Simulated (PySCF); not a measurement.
HSiF (singlet state).
SMILES with atom numbers: `[F:1][SiH:2]` (hydrogens: H3 on Si2)

The same species was optimised twice, with GFN2-xTB and with PBE0-D3(BJ)/def2-SVP (PySCF), and the same property calculations (PySCF, gas phase) were run on both structures.

```tsv
coordinate	GFN2-xTB	PBE0-D3(BJ)/def2-SVP	change
Si2–H3 (Å)	1.479	1.548	+0.069
F1–Si2 (Å)	1.641	1.636	-0.005
F1–Si2–H3 (°)	93.1	96.8	+3.7
```

Rotational constants: A = 239433, B = 16280, C = 15244 MHz (GFN2-xTB) against A = 222312, B = 16277, C = 15167 MHz (PBE0-D3(BJ)/def2-SVP). Point groups within 0.08 Å: Cs and Cs.

On the GFN2-xTB structure: HOMO (eV) -7.06 [PBE0/pcSseg-1]; LUMO (eV) -2.71 [PBE0/pcSseg-1]; dipole (D) 1.28 [PBE0/pcSseg-1]; GIAO shielding of F1 (ppm) 16.5 [PBE0/pcSseg-1]; GIAO shielding of Si2 (ppm) -158.1 [PBE0/pcSseg-1].

Task: What do these properties become on the PBE0-D3(BJ)/def2-SVP structure?

Result: 
```tsv
property	level	on GFN2-xTB	on PBE0-D3(BJ)/def2-SVP	change
HOMO (eV)	PBE0/pcSseg-1	-7.06	-7.03	+0.03
LUMO (eV)	PBE0/pcSseg-1	-2.71	-2.74	-0.03
dipole (D)	PBE0/pcSseg-1	1.28	1.16	-0.12
energy, GFN2-xTB geometry as zero (kcal/mol)	PBE0/pcSseg-1	0.0	-0.9	-0.9
GIAO shielding of F1 (ppm)	PBE0/pcSseg-1	16.5	22.0	+5.5
GIAO shielding of Si2 (ppm)	PBE0/pcSseg-1	-158.1	-145.7	+12.4
```

The heavy atoms differ by 0.002 Å rms after alignment. Among all bonds Si2–H3 changes most (+0.069 Å). Changes are differences of the printed values. Neither structure is proved a minimum here.
